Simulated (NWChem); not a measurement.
# UPBE0/aug-cc-pVDZ run of triplet SiH3Cl

Aim: the energy of triplet SiH3Cl. 

The results are computed with NWChem 7.3.0.

## 1. Starting point

SiH3Cl: 5 atoms, total charge 0, spin state triplet. As SMILES of the parent species, `[SiH3]Cl`. The shape is that of a PBE0-D4/def2-TZVP optimisation. That shape belongs to the parent species and isn't relaxed for this state.

Bond lengths: Si1–Cl2 2.054 Å, Si1–H3 1.481 Å, Si1–H4 1.481 Å, Si1–H5 1.481 Å. Angles: Cl2–Si1–H3 108.5°, Cl2–Si1–H4 108.5°, Cl2–Si1–H5 108.5°, H3–Si1–H4 110.4°, H3–Si1–H5 110.4°, H4–Si1–H5 110.4°.

## 2. A single-point energy at UPBE0/aug-cc-pVDZ

File a.nw:

```
start a
memory 2200 mb

geometry noautosym nocenter noautoz
   Si      -0.112000       0.018600      -0.030900
   Cl       1.838300      -0.513500       0.329900
   H       -0.950900      -0.488300       1.079100
   H       -0.534700      -0.585700      -1.314900
   H       -0.190800       1.495400      -0.104700
end

basis spherical bse
   * library aug-cc-pVDZ
end

dft
   xc pbe0
   mult 3
   grid xfine
   convergence energy 1e-08
   iterations 100
   mulliken
end

task dft energy
```

On the command line:

```bash
$ nwchem a.nw > a.out
```

Q: Predict the results. Wanted: total energy; dipole moment; HOMO energy; ⟨S²⟩.

Answer, from the run:

Level: UPBE0/aug-cc-pVDZ.

```
                          quantity          value
                      total energy  -751.00234 Eh
                     dipole moment         1.14 D
HOMO energy (highest over α and β)       -2.68 eV
                              ⟨S²⟩          2.006
```

What this shows: Mulliken charges run from -0.69 on Si1 to +0.24 on H3; in a basis this large or diffuse they mean little.
